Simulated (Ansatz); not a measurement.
# C₃H₅ClS: small, medium and large basis sets

How large a basis does C₃H₅ClS need? Two functionals are run in growing sets.

The runs use Ansatz 0.2.0, Gaussian basis; one geometry, several basis sets.

The runs, in order: PBE0-D4/def2-SVP; ωB97M-V/def2-SVP; PBE0-D4/def2-QZVPP; ωB97M-V/def2-QZVPP; the functionals' def2-TZVPP values are taken from earlier runs.

### 1 The relaxed structure

All runs share one geometry, relaxed beforehand with PBE0-D4 in a triple-zeta def2 set.

SMILES `CS/C=C\Cl`, 10 atoms, charge 0, spin multiplicity 1.

Atoms are counted from 1 here; the program's logs count them from 0.

Bond lengths: C1–S2 1.797 Å, C1–H6 1.087 Å, C1–H7 1.091 Å, C1–H8 1.088 Å, S2–C3 1.728 Å, C3–C4 1.330 Å, C3–H9 1.088 Å, C4–Cl5 1.722 Å, C4–H10 1.081 Å. Angles: S2–C1–H6 111.9°, S2–C1–H7 104.3°, S2–C1–H8 111.5°, H6–C1–H7 109.3°, H6–C1–H8 110.4°, H7–C1–H8 109.2°, C1–S2–C3 107.9°, S2–C3–C4 137.0°, S2–C3–H9 108.5°, C4–C3–H9 114.5°, C3–C4–Cl5 127.6°, C3–C4–H10 120.0°, Cl5–C4–H10 112.4°.

### 2 PBE0-D4 in def2-SVP

The input, in.yaml:

```yaml
crystal:
  periodic: [false, false, false]
  atoms:
    - {symbol: C, position_ang: [-0.780475, -1.235745, -0.833111]}
    - {symbol: S, position_ang: [0.338188, -1.340898, 0.569692]}
    - {symbol: C, position_ang: [0.800340, 0.267051, 1.000230]}
    - {symbol: C, position_ang: [0.600863, 1.495065, 0.530004]}
    - {symbol: Cl, position_ang: [-0.302698, 1.952877, -0.862656]}
    - {symbol: H, position_ang: [-0.289446, -0.829659, -1.714000]}
    - {symbol: H, position_ang: [-1.068585, -2.270378, -1.025518]}
    - {symbol: H, position_ang: [-1.668575, -0.655961, -0.592421]}
    - {symbol: H, position_ang: [1.418502, 0.220833, 1.893820]}
    - {symbol: H, position_ang: [1.034884, 2.345715, 1.036961]}
basis:
  gaussian: {orbitals: def2-SVP}
hamiltonian: {xc: pbe0, dispersion: d4}
output: {orbitals: {seedname: orbitals}}
```

Further steps of the session: ωB97M-V in def2-SVP; PBE0-D4 in def2-QZVPP; ωB97M-V in def2-QZVPP.

Before running them: what should the planned runs give, taken together? Wanted: PBE0-D4: double and triple zeta above quadruple; ωB97M-V: double and triple zeta above quadruple.

As calculated:

| quantity | value |
| --- | --- |
| PBE0-D4: double and triple zeta above quadruple | 12.56, 0.87 eV |
| ωB97M-V: double and triple zeta above quadruple | 12.63, 0.84 eV |

In words: PBE0-D4 gains 11.69 eV from double to triple zeta, then 0.87 eV more. These are total energies; as a rule much of such shifts cancels in differences, which this series doesn't test. The LUMO of ωB97M-V is positive and keeps falling with the basis (2.34 to 1.79 eV): an unbound level that the basis holds in place.
